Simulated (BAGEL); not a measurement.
# NEVPT2(14,11)/def2-TZVPP (density fitting with cc-pvqz-jkfit) run of H3NO (hydroxylamine)

What is the vertical ionisation energy of H3NO (hydroxylamine) at NEVPT2(14,11)/def2-TZVPP (density fitting with cc-pvqz-jkfit)? 

The results are computed with BAGEL 1.2.2.

2 further runs of the same task are left out: 2 set aside as unsound or not needed.

### Step 1. The molecule

The species is H3NO (5 atoms), meant as a singlet with charge 0. SMILES: `NO`. The shape is that of a PBE0-D4/def2-TZVP optimisation. This is one conformer, not always the lowest.

Bond lengths: N1–O2 1.422 Å, N1–H3 1.016 Å, N1–H4 1.016 Å, O2–H5 0.960 Å. Angles: N1–O2–H5 102.8°, O2–N1–H3 104.5°, O2–N1–H4 104.5°, H3–N1–H4 106.0°.

### Step 2. The energy at NEVPT2(14,11)/def2-TZVPP (density fitting with cc-pvqz-jkfit)

The input, calc.json:

```json
{ "bagel" : [

{
  "title" : "molecule",
  "basis" : "tzvpp",
  "df_basis" : "cc-pvqz-jkfit",
  "angstrom" : true,
  "geometry" : [
    { "atom" : "N", "xyz" : [      -0.165120,      -0.361290,      -0.321170 ] },
    { "atom" : "O", "xyz" : [       0.364460,       0.666040,       0.508060 ] },
    { "atom" : "H", "xyz" : [      -0.162690,      -1.190020,       0.266770 ] },
    { "atom" : "H", "xyz" : [      -1.141650,      -0.109840,      -0.446210 ] },
    { "atom" : "H", "xyz" : [       1.105010,       0.995100,      -0.007440 ] }
  ]
},

{ "title" : "hf" },

{ "title" : "nevpt2", "nstate" : 1, "nact" : 11, "nclosed" : 2, "nspin" : 0, "maxiter" : 200, "natocc" : true, "ncore" : 2 },

{ "title" : "print", "file" : "orbitals.molden", "orbitals" : true }

]}
```

Command:

```bash
$ BAGEL_NUM_THREADS=1 BAGEL calc.json > calc.out
```

The log of the run:

```text
* using 1 threads per process

  ===============================================================
  ===============================================================

  *** Geometry ***

  { "atom" : "N", "xyz" : [     -0.312032,     -0.682739,     -0.606923 ] },
  { "atom" : "O", "xyz" : [      0.688730,      1.258633,      0.960094 ] },
  { "atom" : "H", "xyz" : [     -0.307440,     -2.248812,      0.504122 ] },
  { "atom" : "H", "xyz" : [     -2.157406,     -0.207568,     -0.843215 ] },
  { "atom" : "H", "xyz" : [      2.088166,      1.880466,     -0.014060 ] },

  Number of auxiliary basis functions:      365

  Since a DF basis is specified, we compute 2- and 3-index integrals:
    o Being stored without compression. Storage requirement is 0.032 GB

  Number of basis functions:      104
  Number of electrons      :       18

    * METHOD: MOLECULE                             0.12

  *** RHF ***

  === Nuclear Repulsion ===
    39.5936663937

      * DIIS with orbital gradients will be used.

  === RHF iteration (tzvpp) ===
      0       -130.90310332          0.02180210           0.02
      1       -131.00335219          0.01292221           0.02
      2       -131.04786618          0.00167144           0.02
      3       -131.04886645          0.00073323           0.02
      4       -131.04903324          0.00016432           0.02
      5       -131.04905050          0.00005461           0.02
      6       -131.04905332          0.00001761           0.02
      7       -131.04905365          0.00000587           0.02
      8       -131.04905367          0.00000258           0.02
      9       -131.04905367          0.00000098           0.02
     10       -131.04905367          0.00000035           0.02
     11       -131.04905367          0.00000012           0.02
     12       -131.04905367          0.00000002           0.02
     13       -131.04905367          0.00000001           0.02
    * SCF iteration converged.

    * Permanent dipole moment:
           (    0.120553,     0.197076,     0.131191) a.u.

    * METHOD: HF                                   0.37

    * freezing 2 orbitals
  ---------------------------
      CASSCF calculation
  ---------------------------

    * nstate   :      1
    * nclosed  :      2
    * nact     :     11
    * nvirt    :     91
  === CASSCF iteration (tzvpp) ===

    * Using the second-order algorithm

      0  0      -131.06084295     1.49e-03      1.55

      1  0      -131.11877815     3.63e-03      2.40

      2  0      -131.16059283     1.32e-03      2.19

      3  0      -131.16732362     4.43e-04      2.30

      4  0      -131.16772282     2.49e-04      2.33

      5  0      -131.16779618     1.37e-04      2.33

      6  0      -131.16781672     7.64e-05      2.35

      7  0      -131.16782369     4.37e-05      2.37

      8  0      -131.16782637     2.58e-05      2.38

      9  0      -131.16782748     1.58e-05      2.34

     10  0      -131.16782795     9.93e-06      2.35

     11  0      -131.16782816     6.40e-06      2.32

     12  0      -131.16782825     4.18e-06      2.32

     13  0      -131.16782829     2.75e-06      2.37

     14  0      -131.16782831     1.83e-06      2.37

     15  0      -131.16782832     1.21e-06      2.37

     16  0      -131.16782832     8.09e-07      2.34

     17  0      -131.16782832     5.40e-07      2.37

     18  0      -131.16782832     3.61e-07      2.35

     19  0      -131.16782832     2.41e-07      2.34

     20  0      -131.16782832     1.61e-07      2.35

     21  0      -131.16782832     1.08e-07      2.35

     22  0      -131.16782832     7.21e-08      2.33

     23  0      -131.16782832     4.82e-08      2.32

     24  0      -131.16782832     3.23e-08      2.32

     25  0      -131.16782832     2.16e-08      2.34

     26  0      -131.16782832     1.44e-08      2.34

     27  0      -131.16782832     9.68e-09      2.31

    * Second-order optimization converged. *

     guess   0:   closed 1111111....          open ...........

  === FCI iteration ===

      0  0      -131.04704127     1.59e-03      0.11
      1  0      -131.15687421     5.44e-04      0.11
      2  0      -131.16677294     1.79e-04      0.11
      3  0      -131.16770545     6.12e-05      0.11
      4  0      -131.16781386     2.09e-05      0.11
      5  0      -131.16782669     7.01e-06      0.11
      6  0      -131.16782811     2.65e-06      0.11
      7  0      -131.16782830     9.75e-07      0.11
      8  0      -131.16782832     3.56e-07      0.11
      9  0      -131.16782832     1.38e-07      0.11
     10  0      -131.16782832     4.80e-08      0.11
     11  0      -131.16782832     1.85e-08      0.11
     12  0      -131.16782832     7.41e-09      0.11
     13  0      -131.16782832     2.90e-09      0.11
     14  0      -131.16782832     1.02e-09      0.11
     15  0      -131.16782832     3.53e-10      0.11
     16  0      -131.16782832     1.19e-10      0.11
     17  0 *    -131.16782832     4.03e-11      0.10

     * ci vector, state   0, <S^2> = 0.0000
       2222222....    -0.9722877604
       222222.2...     0.1191620511
       2222.22..2.     0.0693858310
       22222.2.2..     0.0632139459

  === DF-NEVPT2 calculation ===

    * Third and fourth order RDM ( 1, 1) evaluation
      will be done with 2 passes
    * 3-index integral transformation done
    * assembly done

      NEVPT2 correlation energy:   -0.3185922537      0.34

          (+0)      0.0000000000
          (+0)'     0.0000000000
          (+1)      0.0000000000
          (+1)'     0.0000000000
          (+2)      0.0000000000
          (-1)      0.0000000000
          (-1)'    -0.1200099193
          (-2)     -0.1985823344

      NEVPT2 total energy:       -131.4864205780

    * METHOD: NEVPT2                             509.32

    * METHOD: PRINT                                0.02

  ===============================================================
```

Run time: 8.5 min. Hardware: 1 thread of Arm Neoverse V2, shared host; peak memory 8.5 GiB.

### Step 3. The doublet cation at the same level

The input, input.json:

```json
{ "bagel": [

{
  "title": "molecule",
  "basis": "tzvpp",
  "df_basis": "cc-pvqz-jkfit",
  "angstrom": true,
  "geometry": [
    { "atom": "N", "xyz": [      -0.165120,      -0.361290,      -0.321170 ] },
    { "atom": "O", "xyz": [       0.364460,       0.666040,       0.508060 ] },
    { "atom": "H", "xyz": [      -0.162690,      -1.190020,       0.266770 ] },
    { "atom": "H", "xyz": [      -1.141650,      -0.109840,      -0.446210 ] },
    { "atom": "H", "xyz": [       1.105010,       0.995100,      -0.007440 ] }
  ]
},

{ "title": "hf", "charge": 2 },

{ "title": "casscf", "nstate": 1, "nact": 11, "nclosed": 2, "charge": 1, "nspin": 1, "maxiter": 200, "natocc": true },

{
  "title": "nevpt2",
  "nstate": 1,
  "nact": 11,
  "nclosed": 2,
  "charge": 1,
  "nspin": 1,
  "maxiter": 200,
  "natocc": true,
  "ncore": 2
},

{ "title": "print", "file": "orbitals.molden", "orbitals": true }

]}
```

Command:

```bash
$ BAGEL_NUM_THREADS=1 BAGEL input.json > input.out
```

The log of the run:

```text
* using 1 threads per process

  ===============================================================
  ===============================================================

  *** Geometry ***

  { "atom" : "N", "xyz" : [     -0.312032,     -0.682739,     -0.606923 ] },
  { "atom" : "O", "xyz" : [      0.688730,      1.258633,      0.960094 ] },
  { "atom" : "H", "xyz" : [     -0.307440,     -2.248812,      0.504122 ] },
  { "atom" : "H", "xyz" : [     -2.157406,     -0.207568,     -0.843215 ] },
  { "atom" : "H", "xyz" : [      2.088166,      1.880466,     -0.014060 ] },

  Number of auxiliary basis functions:      365

  Since a DF basis is specified, we compute 2- and 3-index integrals:
    o Being stored without compression. Storage requirement is 0.032 GB

  Number of basis functions:      104
  Number of electrons      :       18

    * METHOD: MOLECULE                             0.12

  *** RHF ***

  === Nuclear Repulsion ===
    39.5936663937

      * DIIS with orbital gradients will be used.

  === RHF iteration (tzvpp) ===
      0       -129.66515853          0.02724631           0.02
      1       -129.65295322          0.03005290           0.02
      2       -129.86652369          0.00374611           0.02
      3       -129.87380203          0.00150891           0.02
      4       -129.87626022          0.00094745           0.02
      5       -129.87783512          0.00037418           0.02
      6       -129.87801686          0.00011596           0.02
      7       -129.87803172          0.00004821           0.02
      8       -129.87803503          0.00002964           0.02
      9       -129.87803598          0.00001421           0.02
     10       -129.87803626          0.00000790           0.02
     11       -129.87803632          0.00000221           0.02
     12       -129.87803632          0.00000111           0.02
     13       -129.87803632          0.00000067           0.02
     14       -129.87803632          0.00000033           0.02
     15       -129.87803632          0.00000017           0.02
     16       -129.87803632          0.00000008           0.02
     17       -129.87803632          0.00000007           0.02
     18       -129.87803632          0.00000003           0.02
     19       -129.87803632          0.00000002           0.02
     20       -129.87803632          0.00000001           0.02
     21       -129.87803632          0.00000001           0.02
    * SCF iteration converged.

    * Permanent dipole moment:
           (    0.381034,     0.871664,     0.794672) a.u.

    * METHOD: HF                                   0.51

  ---------------------------
      CASSCF calculation
  ---------------------------

    * nstate   :      1
    * nclosed  :      2
    * nact     :     11
    * nvirt    :     91
  === CASSCF iteration (tzvpp) ===

    * Using the second-order algorithm

      0  0      -130.72565978     1.45e-02      3.58

      1  0      -130.79085471     2.41e-03      3.99

      2  0      -130.82312416     1.09e-03      3.98

      3  0      -130.82665538     4.20e-04      3.99

      4  0      -130.82674104     1.49e-04      4.00

      5  0      -130.82674769     4.85e-05      3.99

      6  0      -130.82674862     1.64e-05      3.99

      7  0      -130.82674882     6.43e-06      4.04

      8  0      -130.82674888     3.08e-06      4.03

      9  0      -130.82674890     1.70e-06      4.05

     10  0      -130.82674890     9.99e-07      4.03

     11  0      -130.82674890     6.00e-07      3.99

     12  0      -130.82674891     3.63e-07      4.01

     13  0      -130.82674891     2.22e-07      4.04

     14  0      -130.82674891     1.36e-07      4.02

     15  0      -130.82674891     8.42e-08      3.97

     16  0      -130.82674891     5.26e-08      3.93

     17  0      -130.82674891     3.33e-08      4.10

     18  0      -130.82674891     2.15e-08      3.95

     19  0      -130.82674891     1.42e-08      3.91

     20  0      -130.82674891     9.63e-09      3.91

    * Second-order optimization converged. *

     guess   0:   closed 111111.....          open ......1....

  === FCI iteration ===

      0  0      -130.69346244     1.41e-03      0.15
      1  0      -130.81109187     5.44e-04      0.15
      2  0      -130.82455938     2.09e-04      0.15
      3  0      -130.82644262     7.44e-05      0.15
      4  0      -130.82669793     2.73e-05      0.15
      5  0      -130.82673683     1.23e-05      0.15
      6  0      -130.82674546     6.73e-06      0.15
      7  0      -130.82674806     3.57e-06      0.15
      8  0      -130.82674875     1.66e-06      0.15
      9  0      -130.82674888     6.71e-07      0.15
     10  0      -130.82674890     2.89e-07      0.15
     11  0      -130.82674890     1.32e-07      0.15
     12  0      -130.82674890     6.12e-08      0.15
     13  0      -130.82674891     3.79e-08      0.15
     14  0      -130.82674891     3.83e-08      0.15
     15  0      -130.82674891     3.08e-08      0.15
     16  0      -130.82674891     1.69e-08      0.15
     17  0      -130.82674891     6.46e-09      0.15
     18  0      -130.82674891     2.11e-09      0.15
     19  0      -130.82674891     7.23e-10      0.15
    ** throwing out 1 trial vectors **
     20  0      -130.82674891     2.78e-10      0.15
    ** throwing out 1 trial vectors **
     21  0      -130.82674891     1.05e-10      0.15
    ** throwing out 1 trial vectors **
     22  0 *    -130.82674891     3.87e-11      0.14

     * ci vector, state   0, <S^2> = 0.7500
       222222a....    -0.9677745561
       22222.a2...    -0.1090782638
       222.22a.2..    -0.0699102099
       2222.2a..2.    -0.0633113469
       2222ab2a...     0.0568703872
       22222.2a...    -0.0518428980

    * METHOD: CASSCF                              87.27

    * freezing 2 orbitals

  === DF-NEVPT2 calculation ===

    * Third and fourth order RDM ( 1, 1) evaluation
      will be done with 2 passes
    * 3-index integral transformation done
    * assembly done

      NEVPT2 correlation energy:   -0.2805942405      0.33

          (+0)      0.0000000000
          (+0)'     0.0000000000
          (+1)      0.0000000000
          (+1)'     0.0000000000
          (+2)      0.0000000000
          (-1)      0.0000000000
          (-1)'    -0.1151118976
          (-2)     -0.1654823429

      NEVPT2 total energy:       -131.1073431460

    * METHOD: NEVPT2                             579.21

    * METHOD: PRINT                                0.02

  ===============================================================
```

It took 11 min on 1 thread of Arm Neoverse V2, shared host; peak memory 9.7 GiB.

### Step 4. What came out

At NEVPT2(14,11)/def2-TZVPP (density fitting with cc-pvqz-jkfit), 2 core orbitals frozen:

```
                                          quantity          value
                        singlet H3NO: total energy  -131.48642 Eh
                      doublet cation: total energy  -131.10734 Eh
vertical ionisation energy (to the doublet cation)      10.315 eV
```

What this shows: Removing an electron at fixed nuclei costs 10.32 eV (995 kJ/mol).
